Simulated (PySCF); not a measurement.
# C2ClF3 (Ethene, chlorotrifluoro-): the cost of one run

The runs use PySCF 2.14.0, with density-fitted response routines of our own; the level of theory stands in each step. All values are computed, except where a source is named. Atoms count from 0, in the outputs and in this text.

## Step 1: The starting structure

6 atoms, charge 0, multiplicity 1; geometry from: MMFF94s. The atoms were then displaced at random by about 0.03 Å, so the start is not that level's minimum.

Bonds of the start (Å): F0–C1 1.43, C1–F2 1.35, C1–C3 1.30, C3–F4 1.39, C3–Cl5 1.76.

## Step 2: Relaxing the molecule at PBE0-D3(BJ)/def2-SVP

The job: settings as JSON, then the geometry in Å.

```
{"job": {"xc": "PBE0", "basis": "def2-SVP", "d3": "d3bj", "grid": 1, "shake": 0.03, "kind": "geom"}, "charge": 0, "multiplicity": 1}
F      0.632680    -0.876380     1.560750
C      0.193340     0.133330     0.648600
F      0.187180     1.440710     0.991520
C     -0.077900    -0.207070    -0.580900
F     -0.210340    -1.545430    -0.927440
Cl    -0.661840     0.958820    -1.761800
```

Launch:

```console
$ OMP_NUM_THREADS=1 python probes_run.py task.json out
```

This one command runs all jobs of the session in turn.

Q: Estimate the wall time and peak memory of this first job on 1 thread of AMD EPYC 7R13, shared host.

About 17 s, with a peak of 0.37 GiB.
